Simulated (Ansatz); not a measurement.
# AlO2: the cost of one run

The runs use Ansatz 0.2.0, Gaussian basis; def2-QZVPP, core rule «outside noble gas», up to 7 orbitals frozen.

The runs, in order: UHF; ROHF; CCSD(T) on UHF.

3 further runs of the same task are left out: 1 that didn't finish, 2 set aside as unsound or not needed. Runs told in other sessions of the task aren't counted.

## Step 1: The system

The geometry is a PBE0/def2-TZVP stationary point (not a proven minimum) of the parent state, kept for this charge and spin.

3 atoms, charge 0, spin multiplicity 6.

Atoms are counted from 1 here; the program's logs count them from 0.

Bond lengths: O1–Al2 1.782 Å, Al2–O3 1.782 Å. Angles: O1–Al2–O3 180.0°.

## Step 2: UHF

in.yaml

```yaml
crystal:
  periodic: [false, false, false]
  atoms:
    - {symbol: O, position_ang: [0.000000, 0.000000, 1.781800]}
    - {symbol: Al, position_ang: [0.000000, 0.000000, 0.000000]}
    - {symbol: O, position_ang: [0.000000, 0.000000, -1.781800]}
basis:
  gaussian: {orbitals: "def2-QZVPP.json"}
magnetization: {spin_polarized: true, initial_magnetization: 5}
hamiltonian: {xc: hf}
output: {orbitals: {seedname: orbitals}}
```

The run is started by

```sh
$ ansatz run in.yaml --threads 1 --pin off --events-out ev --progress --plain --max-ram 2393MiB
```

Q: Estimate wall time and peak memory on 1 thread of Arm Neoverse V1, shared host.

About 29 s, with a peak of 0.38 GiB.
